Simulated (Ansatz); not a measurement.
Wurtzite MgTe, treated with LDA (PAW; Ansatz, an electronic-structure program).

Settings: plane-wave cutoff 520 eV, 12×12×6 k mesh (along the axes of the cell as run), Fermi–Dirac smearing 0.01 eV, scalar-relativistic PAW data made under PBE.

Properties against volume (c/a stays at 1.627):

Shape and atoms are relaxed at each volume.

```json
[
 {"V (Å³/atom)": "31.009", "P (GPa)": "1.72", "direct gap at Γ (eV)": "2.619"},
 {"V (Å³/atom)": "31.655", "P (GPa)": "0.81", "direct gap at Γ (eV)": "2.521"},
 {"V (Å³/atom)": "32.301", "P (GPa)": "0.00", "direct gap at Γ (eV)": "2.426"},
 {"V (Å³/atom)": "32.947", "P (GPa)": "-0.74", "direct gap at Γ (eV)": "2.336"},
 {"V (Å³/atom)": "33.593", "P (GPa)": "-1.40", "direct gap at Γ (eV)": "2.248"}
]
```

A straight line through the gaps at Γ against ln V gives a volume deformation potential dE_g(Γ)/d ln V of -4.6 eV: the gap at Γ widens under compression.

Spin–orbit coupling is not included; with these elements it can move the gap by several tenths of an eV or more.
